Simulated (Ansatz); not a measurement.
Relaxation of AlBH$_{5}$Si (8 atoms, charge -1, multiplicity 1), to a largest force component of 0.015 eV/Å in at most 40 steps.

Level of theory: RKS PBE0/def2-mTZVP (Ansatz).

```xyz
8
Properties=species:S:1:pos:R:3:forces:R:3
B -0.768 1.219 -1.209 -0.28 -0.19 -0.21
Si -0.389 0.669 0.547 -0.10 0.33 0.35
Al 0.648 -1.420 0.842 0.52 -0.90 0.08
H -1.126 0.401 -2.009 -0.03 -0.20 -0.19
H -0.900 2.352 -1.561 0.09 0.34 0.01
H 0.322 1.662 1.438 0.07 0.04 0.05
H 2.157 -1.928 0.528 0.30 0.40 -0.11
H 0.209 -2.875 1.451 -0.57 0.18 0.02
```

Question: Where does it end, and by what steps?

Answer: The run converged. Limits of this set-up: an anion without diffuse functions. After 17 steps the energy has fallen by 0.616 eV; H7 moved furthest, 1.49 Å.

```csv
step,energy less start (eV),largest force component (eV/Å),accepted
0,0.0000,0.904,yes
1,-0.1350,0.250,yes
2,-0.1668,0.204,yes
3,-0.2477,0.223,yes
4,-0.3297,0.251,yes
5,-0.4139,0.247,yes
6,-0.4905,0.212,yes
7,-0.5455,0.151,yes
8,-0.5812,0.115,yes
9,-0.6037,0.070,yes
10,-0.6136,0.096,yes
11,-0.5892,0.396,no
12,-0.6154,0.037,yes
13,-0.6154,0.036,yes
14,-0.6155,0.033,yes
15,-0.6157,0.032,yes
16,-0.6157,0.014,no
17,-0.6160,0.013,yes
```

```xyz
8
Properties=species:S:1:pos:R:3
B -1.037 1.150 -1.100
Si 0.245 0.702 0.239
Al 0.833 -1.482 0.845
H -1.602 0.276 -1.709
H -1.325 2.288 -1.385
H 0.936 1.813 0.990
H 1.914 -1.871 1.992
H 0.191 -2.796 0.155
```

Whether the end is a true minimum wasn't checked by a vibrational analysis.

Run time: 110 s on 1 thread of Intel(R) Xeon(R) Processor @ 2.50GHz (Skylake/Cascade Lake), with other jobs on the host, peak memory 0.15 GiB.
